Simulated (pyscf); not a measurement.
SiH₄ (SMILES [SiH4]) + H₂O (SMILES O) → SiH₄ (SMILES [SiH4]) + H₂O (SMILES O) (four-centre exchange; singlet surface; H–Si, H–O broken, H–Si, H–O formed). Optimised with ωB97X-D3(BJ)/def2-SVP in PySCF. Correlated levels are frozen-core, on RHF or UHF. ΔMP2 is the change of the MP2 total energy from the triple- to the quadruple-zeta basis. Energies in kcal/mol from the separated reactants.

| level | barrier | reaction energy |
|---|---|---|
| ωB97X-D3(BJ)/def2-TZVP | 69.1 | 0.0 |
| PBE/def2-TZVP | 57.6 | 0.0 |
| r²SCAN/def2-TZVP | … | 0.0 |
| ωB97M-D3(BJ)/def2-TZVP | 66.9 | 0.0 |
| HF/def2-TZVP | 87.9 | 0.0 |
| CCSD(T)/def2-TZVPP | 70.1 | 0.0 |
| CCSD(T)/def2-TZVPP + ΔMP2(QZVPP) | … | 0.0 |

Q: Some entries are withheld; supply them.

A: 
- r²SCAN/def2-TZVP, barrier: 64.1
- CCSD(T)/def2-TZVPP + ΔMP2(QZVPP), barrier: 70.5

Of the functionals in the table, ωB97X-D3(BJ) is closest to CCSD(T)/def2-TZVPP + ΔMP2(QZVPP) in the barrier (1.4 kcal/mol apart) and PBE least close (12.9 kcal/mol); that level has limits of its own. The same reactants have a lower exit, to HO–SiH₃ + H₂ (barrier +36.9 kcal/mol at ωB97M-D3(BJ), against +66.9 kcal/mol here). This is the saddle that the search found; another between the same sides may lie lower. The CCSD(T) − MP2 part came from Ansatz, without density fitting, on the same reference.
